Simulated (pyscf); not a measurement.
H₃C–Zn–CH₃ + H₂ -> CH₄ + H₃C–ZnH (four-centre exchange; singlet surface; C–Zn, H–H broken, C–H, H–Zn formed). Structures and frequencies: ωB97X-D3(BJ)/def2-SVP in PySCF. Energies in kJ/mol from the separated reactants.

```
level                   barrier  reaction energy
----------------------  -------  ---------------
ωB97X-D3(BJ)/def2-TZVP    174.6            -39.4
r²SCAN/def2-TZVP              …            -39.8
B3LYP-D3(BJ)/def2-TZVP        …                …
M06-2X/def2-TZVP          173.7            -34.8
ωB97M-D3(BJ)/def2-TZVP    174.0            -44.6
HF/def2-TZVP              215.9            -68.5
```

**Question.** What belongs in the gaps?

**Answer.** 
- r²SCAN/def2-TZVP, barrier: 156.6
- B3LYP-D3(BJ)/def2-TZVP, barrier: 174.3
- B3LYP-D3(BJ)/def2-TZVP, reaction energy: -43.0

The functionals in the table span 17.9 kJ/mol in this barrier, from r²SCAN to ωB97X-D3(BJ). At the saddle there is also a short H–Zn contact that neither side keeps. One saddle was located; it need not be the lowest between these sides. Elements up to Kr have no core potential and no relativistic terms here.
